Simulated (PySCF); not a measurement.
Compound: PN.
Numbering: `[N:1]#[P:2]`

Cartesian coordinates in Å at the PBE0-D3(BJ)/def2-SVP level; atoms count from 1:
```
atom  x, y, z in Å
N1     0.7470   -0.0061   -0.0053
P2    -0.7415    0.0086   -0.0230
```

Level of theory: core-valence-separated Tamm–Dancoff BHandHLYP/aug-pcX-1 (def2-SVPD on P) in PySCF, non-relativistic, gas phase, PBE0-D3(BJ)/def2-SVP geometry. No empirical shift is added; at this level the pattern usually sits a few eV under experiment.

The lowest roots of each edge with f over 0.003 (five at most, numbered afresh; weaker and dark ones are left out), with transition dipoles (au) in the frame of the coordinates:

```json
{"root": "1", "edge": "N", "E (eV)": "395.42", "f": "0.0619", "μx": "0.0000", "μy": "0.0610", "μz": "0.0517"}
{"root": "2", "edge": "N", "E (eV)": "395.42", "f": "0.0619", "μx": "-0.0006", "μy": "-0.0517", "μz": "0.0610"}
{"root": "3", "edge": "N", "E (eV)": "401.60", "f": "0.0121", "μx": "0.0351", "μy": "-0.0002", "μz": "0.0002"}
{"root": "4", "edge": "N", "E (eV)": "402.96", "f": "0.0150", "μx": "-0.0390", "μy": "0.0002", "μz": "-0.0002"}
{"root": "5", "edge": "N", "E (eV)": "403.84", "f": "0.0030", "μx": "0.0001", "μy": "0.0137", "μz": "-0.0110"}
```

Q: What is the unit vector of the molecular axis, and which share of each root's |μ|² lies along it?

A: (1.00, -0.01, 0.01), up to sign.

```csv
root,core hole on,share along it,final orbital
1,N1,0.00,π
2,N1,0.00,π
3,N1,1.00,σ
4,N1,1.00,σ
5,N1,0.00,π
```

The 1s orbitals are σ, so light polarised along the axis reaches σ orbitals and light across it π orbitals.

Q: For fixed molecules, how does the intensity of root 3 change when the electric field is turned 60° away from the molecular axis?

A: Intensity goes as (E·μ)², and μ lies along that direction, so it falls to cos²60° = 0.25 of its maximum; it vanishes at 90°.

Q: Molecules are fixed in this frame and the field points along (1, 1, 0)/√2. What effective strengths 3 f cos²θ do the roots have (θ between field and μ)?

A: root 1 (N1): 0.054, root 2 (N1): 0.040, root 3 (N1): 0.018, root 4 (N1): 0.022, root 5 (N1): 0.003. Root 1 is the strongest. Averaged over all orientations cos²θ is 1/3, which gives f back. For degenerate partners only the sum has meaning, as the program may mix them freely.

